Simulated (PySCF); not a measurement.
# A diatomic session: NH

One table from this session's results is given with a row withheld; the runs are named, their logs left out.

Method: H def2-TZVPPD, N def2-TZVPPD, no relativity; program: PySCF 2.14.0.

The first run:

A driver script around PySCF takes these settings:

| Item | Value |
| --- | --- |
| atoms | H, N |
| charge | 0 |
| basis | H def2-TZVPPD, N def2-TZVPPD |
| Hamiltonian | no relativity |
| basis functions | 54 |
| electrons treated | 8 |
| masses in u | 1.0078, 14.0031 |
| levels | PBE0, PBE, r²SCAN, B97-3, TPSSh, B2PLYP, PW91, PBEsol, CAM-B3LYP, HF, MP2, SCS-MP2, CCSD, CCSD(T) |
| grid | 80 radial by 434 angular points |
| occupations | held fixed by the projection of orbital angular momentum |
| dissociation limit | H + N, each in its ground configuration |
| starting distance in angstrom | 0.975 |
| values of 2S to try | 0, 2, 4 |

Launch:

```
> OMP_NUM_THREADS=1 python dia.py task.json out
```

Among the steps run: Set-up; First curve: PBE0; Other states along the same grid; PBE (GGA); r²SCAN; B97-3 (global hybrid GGA); TPSSh (hybrid meta-GGA); B2PLYP; PW91; PBEsol (GGA); CAM-B3LYP (range-separated hybrid); UHF; Adding correlation.

One of the session's tables, all rows but one given; the rest of the session is left out.

Energy (eV) from each level's lowest point:

```
R (Å)    UHF  UHF-MP2  UHF-SCS-MP2  UHF-CCSD  UHF-CCSD(T)
0.893  0.458    0.517        0.518       n/a          n/a
0.934  0.187    0.229        0.230     0.249        0.257
0.976  0.043    0.067        0.068     0.080        0.085
1.007  0.000    0.011        0.011     0.018        0.020
1.038  0.003    0.000        0.000     0.000        0.000
1.069  0.042    0.026        0.026     0.019        0.016
1.111  0.141    0.108        0.107     0.088        0.082
1.163      ?        ?            ?         ?            ?
1.225  0.587    0.520        0.520     0.452        0.435
1.308  0.985    0.942        0.951       n/a          n/a
```

**Question.** Estimate the row for R (Å) = 1.163.

Worked estimate for «UHF». A straight line through the neighbours (1.111, 0.141) and (1.225, 0.587) gives 0.141 + (0.587 − 0.141) × (1.163 − 1.111) / (1.225 − 1.111) = 0.344; a parabola fitted to 4 rows on both sides gives 0.328.

The run gave: UHF: 0.320; UHF-MP2: 0.267; UHF-SCS-MP2: 0.266; UHF-CCSD: 0.229; UHF-CCSD(T): 0.218. In «UHF» the line misses by +0.024 and the parabola by +0.008.
